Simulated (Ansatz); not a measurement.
## Basis or method: B–H bond energy of H₂B–B

H2B–B, triplet; coordinates (Å): B 0.000 0.000 0.676; B 0.000 0.000 -0.909; H 0.000 1.048 1.254; H 0.000 -1.048 1.254. Quantity: B–H bond energy, to B2H (quartet) + H.

Ansatz 0.2.0, basis 6-31G or cc-pVDZ or cc-pVTZ; geometries are PBE0/def2-TZVP minima. Wave-function levels freeze the cores; HF, MP2 and coupled cluster are restricted for singlets and unrestricted otherwise, atoms included (their steps beyond CCSDT(Q) come from restricted open-shell runs), Kohn–Sham unrestricted where that lies lower. The reference is CCSDT(Q) or CCSDTQ or full CI (coupled cluster only where its series has nearly closed). Semilocal and hybrid functionals correlate all electrons outside any core potential and usually lie nearer their basis limit than the reference, so part of their error here is the reference's basis and frozen-core error; RPA and the MP2 part of double hybrids freeze the same cores as the reference. None of these values is a measured one. Energies are electronic, without zero-point terms. No spin–orbit coupling and no scalar relativity. The species are chosen: bound, without strong static correlation by their natural occupations or amplitudes, in their lowest spin state as far as vertical gaps and like structures tell, and with a ladder that closes on the reference, so errors are smaller than for species at large; levels whose determinant breaks symmetry or spin markedly are left out.

| level | 6-31G (kcal/mol) | cc-pVDZ (kcal/mol) | cc-pVTZ (kcal/mol) |
| --- | --- | --- | --- |
| reference | 69.5 (full CI) | 76.0 (CCSDTQ) | 78.7 (CCSDT(Q)) |
| MP2 | 65.6 | 71.2 | 74.4 |
| CCSD | 69.0 | 75.5 | 78.2 |
| CCSD(T) | 69.4 | 75.8 | 78.5 |
| PBE | 77.9 | 76.6 | 77.4 |
| r2SCAN | 77.1 | 76.6 | 77.5 |
| B3LYP | 81.8 | 80.5 | 81.7 |
| wB97M-V | 80.5 | 78.8 | 79.1 |

From 6-31G to cc-pVTZ the reference moves by 9.2 kcal/mol and PBE by -0.5 (over all sets PBE spans 1.4); the step from CCSD(T) to the reference is 0.1 in the first and 0.2 in the last.
